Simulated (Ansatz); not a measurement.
The input, for Ansatz 0.2.0:

```yaml
crystal:
  periodic: [false, false, false]
  atoms:
    - {symbol: Li, position_ang: [0.000000, 0.000000, 0.000000]}
    - {symbol: Li, position_ang: [0.000000, 0.000000, 2.737000]}
basis:
  gaussian: {orbitals: aug-cc-pVTZ}
total_charge: -1
magnetization: {spin_polarized: false, initial_magnetization: 1}
correlation: {method: ccsd_t, electrons: outside_noble_gas}
output: {forces: true}
```

```sh
$ ansatz run in.yaml --threads 1 --pin off --events-out ev --progress --plain --max-ram 2393MiB
```

Output:

```
444 factors; integrals over basis functions are off by at most 1.3e-3 eV
mean field evaluation 1: about -404.0023 eV, gradient 3.6e0 eV
mean field evaluation 2: about -404.0029 eV, gradient 3.6e0 eV
mean field evaluation 4: about -404.6258 eV, gradient 4.4e-1 eV
mean field evaluation 8: about -404.6748 eV, gradient 1.7e-1 eV
mean field evaluation 16: about -404.6780 eV, gradient 1.4e-2 eV
mean field evaluation 32: about -404.6780 eV, gradient 3.5e-6 eV
mean field evaluation 64: about -404.6780 eV, gradient 4.7e-4 eV
mean field evaluation 96: about -404.3367 eV, gradient 2.2e-2 eV
mean field evaluation 128: about -404.6780 eV, gradient 4.1e-4 eV
mean field evaluation 160: about -404.4854 eV, gradient 4.3e-1 eV
...
mean field evaluation 1248: about -403.4507 eV, gradient 1.2e-1 eV
mean field -404.71033645 eV, -14.8728305421 hartree, gradient 6.0e-6 eV, S^2 0.750000; 30 other end points of the search recorded, 0 dependent functions left out
mean field evaluation 1280: about -405.0555 eV, gradient 6.2e-2 eV
mean field evaluation 1312: about -404.8485 eV, gradient 8.4e-1 eV
mean field evaluation 1344: about -404.9979 eV, gradient 6.3e-1 eV
mean field evaluation 1376: about -404.3421 eV, gradient 2.4e-1 eV
mean field evaluation 1408: about -405.0574 eV, gradient 3.9e-2 eV
mean field evaluation 1440: about -404.4608 eV, gradient 4.9e-3 eV
determinant -404.71033645 eV, -14.8728305421 hartree, with singles and doubles -405.88746427 eV, -14.9160891915 hartree
determinant -404.67802556 eV, -14.8716431387 hartree, with singles and doubles -405.91060704 eV, -14.9169396725 hartree
determinant -404.33653418 eV, -14.8590935620 hartree, with singles and doubles -405.34324717 eV, -14.8960895820 hartree
determinant -404.28914891 eV, -14.8573521855 hartree, with singles and doubles -405.37631377 eV, -14.8973047572 hartree
determinant -404.16124234 eV, -14.8526517055 hartree, with singles and doubles -405.14456676 eV, -14.8887882116 hartree
determinant -403.98816796 eV, -14.8462913395 hartree, with singles and doubles -404.93532423 eV, -14.8810986906 hartree
determinant -403.44511911 eV, -14.8263346624 hartree, with singles and doubles -404.93292312 eV, -14.8810104514 hartree
determinant -402.81073919 eV, -14.8030216303 hartree, with singles and doubles -403.86722868 eV, -14.8418469031 hartree
determinant -402.33562455 eV, -14.7855614894 hartree, with singles and doubles -403.07708397 eV, -14.8128096205 hartree
determinant -401.44247173 eV, -14.7527387287 hartree, with no singles and doubles
determinant -401.36893306 eV, -14.7500362322 hartree, with singles and doubles -401.71249164 eV, -14.7626617771 hartree
determinant -404.71033645 eV, -14.8728305421 hartree, with singles and doubles -405.84474389 eV, -14.9145192466 hartree
determinant -404.67802556 eV, -14.8716431387 hartree, with singles and doubles -405.85479520 eV, -14.9148886255 hartree
determinant -404.33653418 eV, -14.8590935620 hartree, with singles and doubles -405.31653743 eV, -14.8951080173 hartree
determinant -404.28914891 eV, -14.8573521855 hartree, with singles and doubles -405.33910076 eV, -14.8959372043 hartree
determinant -404.16124234 eV, -14.8526517055 hartree, with singles and doubles -405.09789337 eV, -14.8870729961 hartree
determinant -403.98816796 eV, -14.8462913395 hartree, with singles and doubles -404.90510334 eV, -14.8799880931 hartree
determinant -403.44511911 eV, -14.8263346624 hartree, with singles and doubles -404.88489039 eV, -14.8792452809 hartree
determinant -402.81073919 eV, -14.8030216303 hartree, with singles and doubles -403.82837570 eV, -14.8404190823 hartree
determinant -402.33562455 eV, -14.7855614894 hartree, with singles and doubles -403.04284617 eV, -14.8115514044 hartree
determinant -404.71033645 eV, -14.8728305421 hartree, with singles and doubles -405.85138035 eV, -14.9147631318 hartree
determinant -404.67802556 eV, -14.8716431387 hartree, with singles and doubles -405.85246855 eV, -14.9148031224 hartree
determinant -404.33653418 eV, -14.8590935620 hartree, with singles and doubles -405.32433335 eV, -14.8953945119 hartree
determinant -404.28914891 eV, -14.8573521855 hartree, with singles and doubles -405.33746728 eV, -14.8958771750 hartree
determinant -404.58547675 eV, -14.8682420326 hartree, with singles and doubles -405.85904362 eV, -14.9150447517 hartree
determinant -404.58547675 eV, -14.8682420326 hartree, with singles and doubles -405.85838485 eV, -14.9150205425 hartree
unrestricted determinant -405.05762879 eV, -14.8855933003 hartree, S^2 1.2880
2 core orbitals not correlated: weight in the atoms' cores, before any rotation towards them, 1.000 or more for the frozen orbitals, at most 0.000 for the correlated occupied ones
reference -404.67802556 eV, -14.8716431387 hartree; 2, 1 occupied and 88, 89 virtual orbitals, 444 factors
second order -0.77683627 eV of doubles, -0.03732268 eV of singles
cycle   1  -1.17444347 eV  change   -4.9e-7 eV  update   1.9e-6
cycle   2  -1.17444305 eV  change    4.3e-7 eV  update   1.2e-6
cycle   3  -1.17444266 eV  change    3.8e-7 eV  update   3.7e-7
perturbative correction -0.05163809 eV, -0.0018976647 hartree
the calculation of the forces begins
Total energy: -405.90410631 eV, -14.9167007753 hartree
Atom 0 at     0.000000     0.000000     0.000000 Å, force    -0.000000    -0.000000    -0.319546 eV/Å
Atom 1 at     0.000000     0.000000     2.737000 Å, force     0.000000     0.000000     0.319546 eV/Å
Dipole moment:    -0.000000     0.000000    -0.000000 e Å
```

Forces (eV/Å):
```
Li   0.000  0.000 -0.320
Li   0.000  0.000  0.320
```

For the same geometry and basis full CI lies 20.0 meV lower.

Ran on 1 thread of Arm Neoverse V1, shared host: 50 s wall, 0.7 GiB peak host memory.
